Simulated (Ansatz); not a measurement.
# BClO (boron chloride oxide): levels of theory compared

We compute a comparison of 6 runs (HSE06/STO-3G, PBE0/STO-3G, SVWN5/STO-3G, UMP2/STO-3G, CCSD/STO-3G, UCCSD(T)/STO-3G) of BClO (boron chloride oxide). 

The results are computed with Ansatz 0.2.0.

61 further runs of the same task are left out: 15 that didn't finish, 46 set aside as unsound or not needed.

## (1) Starting point

BClO has 3 atoms, charge 0, and is taken as a singlet. SMILES: `O=BCl`. The B2–O1 distance was set to 2.386 Å, away from the relaxed value. At this shape a bond of the SMILES string is far longer than usual.

Bond lengths: B2–Cl3 1.639 Å. A long bond or contact: O1–B2 2.386 Å.

## (2) A single-point energy at HSE06/STO-3G (run 1)

The input, molecule.yaml:

```yaml
basis:
  gaussian: {orbitals: STO-3G}
crystal:
  periodic: [false, false, false]
  atoms:
    - {symbol: O, position_ang: [1.926069, 1.145797, 1.184528]}
    - {symbol: B, position_ang: [0.113080, 0.066620, 0.069470]}
    - {symbol: Cl, position_ang: [-1.132640, -0.672810, -0.696460]}
hamiltonian: {xc: {name: HSE06}}
accuracy: high
```

Launch:

```console
$ ansatz run molecule.yaml --threads 1 --pin off --max-ram 2610MiB --events-out events.jsonl --progress --plain --runs-dir runs
```

What it wrote:

```text
Warning: RAYON_NUM_THREADS=1 ignored (pool sized by the plan → 1); use --threads N
Functional definition: HSE06
  name "HSE06"
  parameter a = 0.25
  parameter omega = 0.11/bohr
  exchange = pbe_x - a*pbe_x_sr(omega) + a*exact_x_sr(omega)
  correlation = pbe_c
312 factors; integrals over basis functions are off by at most 2.5e-8 eV
55 factors; integrals over basis functions are off by at most 1.2e-9 eV
mean field evaluation 1: about -15042.0036 eV, gradient 5.3e1 eV
mean field evaluation 2: about -14855.2805 eV, gradient 9.2e1 eV
mean field evaluation 4: about -14871.5382 eV, gradient 8.8e1 eV
mean field evaluation 8: about -15056.6655 eV, gradient 1.2e-1 eV
mean field -15056.66584109 eV, -553.3222638856 hartree, gradient 9.6e-8 eV, S^2 0.000000; 0 other end points of the search recorded, 0 dependent functions left out
reference -15056.66584246 eV, -553.3222639357 hartree; 15, 15 occupied and 4, 4 virtual orbitals, 312 factors
Total energy: -15056.66584246 eV, -553.3222639357 hartree
```

It took 1.1 s on 1 thread of Arm Neoverse V1, shared host.

## (3) The energy at PBE0/STO-3G (run 2)

The input, in.yaml:

```yaml
crystal:
  periodic: [false, false, false]
  atoms:
    - {symbol: O, position_ang: [1.926069, 1.145797, 1.184528]}
    - {symbol: B, position_ang: [0.113080, 0.066620, 0.069470]}
    - {symbol: Cl, position_ang: [-1.132640, -0.672810, -0.696460]}
basis:
  gaussian:
    orbitals: STO-3G
hamiltonian:
  xc: {name: PBE0}
accuracy: high
```

Launch:

```console
$ ansatz run in.yaml --threads 1 --pin off --max-ram 2610MiB --events-out events.jsonl --progress --plain --runs-dir runs
```

What it wrote:

```text
Warning: RAYON_NUM_THREADS=1 ignored (pool sized by the plan → 1); use --threads N
Functional definition: PBE0
  name "PBE0"
[... 1 set-up line as earlier in the session ...]
  parameter kappa = 0.804
  parameter beta = 0.06672455060314922
  exchange = (1 - a)*pbe_x(kappa = kappa, mu = beta*pi^2/3) + a*exact_x
  correlation = pbe_c(beta = beta)
312 factors; integrals over basis functions are off by at most 2.5e-8 eV
mean field evaluation 1: about -15041.9140 eV, gradient 5.4e1 eV
mean field evaluation 2: about -14857.1814 eV, gradient 9.0e1 eV
mean field evaluation 4: about -14895.6702 eV, gradient 1.4e2 eV
mean field evaluation 8: about -15056.9820 eV, gradient 1.2e-1 eV
mean field evaluation 16: about -15056.9822 eV, gradient 7.4e-9 eV
mean field -15056.98217346 eV, -553.3338888857 hartree, gradient 7.4e-9 eV, S^2 0.000000; 0 other end points of the search recorded, 0 dependent functions left out
reference -15056.98217449 eV, -553.3338889233 hartree; 15, 15 occupied and 4, 4 virtual orbitals, 312 factors
Total energy: -15056.98217449 eV, -553.3338889233 hartree
```

It took 0.97 s on 1 thread of Arm Neoverse V1, shared host.

Runs 3 to 5 aren't shown in full; the table further down has their settings and results.

## (4) A single-point energy at UCCSD(T)/STO-3G (run 6)

The input, molecule.yaml:

```yaml
crystal:
  periodic: [false, false, false]
  atoms:
    - {symbol: O, position_ang: [1.926069, 1.145797, 1.184528]}
    - {symbol: B, position_ang: [0.113080, 0.066620, 0.069470]}
    - {symbol: Cl, position_ang: [-1.132640, -0.672810, -0.696460]}
basis:
  gaussian: {orbitals: STO-3G}
magnetization: {spin_polarized: true, initial_magnetization: 0}
correlation: {method: ccsd_t, frozen_orbitals: {B: 1, Cl: 5, O: 1}}
accuracy: high
scf: {omitted_lower_state_checks: [cluster_reference, increment]}
```

Launch:

```console
$ ansatz run molecule.yaml --threads 1 --pin off --max-ram 2610MiB --events-out events.jsonl --progress --plain --runs-dir runs
```

What it wrote:

```text
Warning: RAYON_NUM_THREADS=1 ignored (pool sized by the plan → 1); use --threads N
[... 25 lines left out ...]
7 core orbitals not correlated: weight in the atoms' cores, before any rotation towards them, 1.000 or more for the frozen orbitals, at most 0.000 for the correlated occupied ones
[... 262 lines left out ...]
Total energy: -15038.34830558 eV, -552.6491068713 hartree
Checks for a lower state left out: cluster_reference, increment
```

Run time: 3 s. Hardware: 1 thread of Arm Neoverse V1, shared host.

## (5) All runs side by side

```csv
run,level,frozen core orbitals,energy (Eh),wall time
1,HSE06/STO-3G,–,-553.322264,1.1 s
2,PBE0/STO-3G,–,-553.333889,0.97 s
3,SVWN5/STO-3G,–,-551.226789,0.99 s
4,UMP2/STO-3G,7,-552.632083,2.1 s
5,CCSD/STO-3G,7,-552.612189,0.44 s
6,UCCSD(T)/STO-3G,7,-552.649107,3 s
```

## (6) What came out

```
                                          quantity          value
                               run 6: total energy  -552.64911 Eh
run 6: correlation energy (7 core orbitals frozen)      -36.8 mEh
                             run 6: (T) correction      -2.42 mEh
          run 6: ⟨S²⟩ of the reference determinant          1.919
                              run 6: T1 diagnostic          0.032
```

What this shows: Totals of different functionals can't be ranked against each other. In run 5 the T1 diagnostic is large, so a single reference may not serve. In run 5 the log says that unrestricted orbitals would lower the reference, so the values rest on an unstable closed-shell determinant (other closed-shell runs at this shape may share the fault). In runs 1, 2, 3, 4, 5, 6 the basis is minimal, so the values are rough. Spin contamination of the reference: run 4 ⟨S²⟩ = 1.92, run 6 ⟨S²⟩ = 1.92. Where it is this large, the reference is a mixture of spin states, and values that rest on it are in doubt. All runs together took 8.6 s, the longest 3 s.
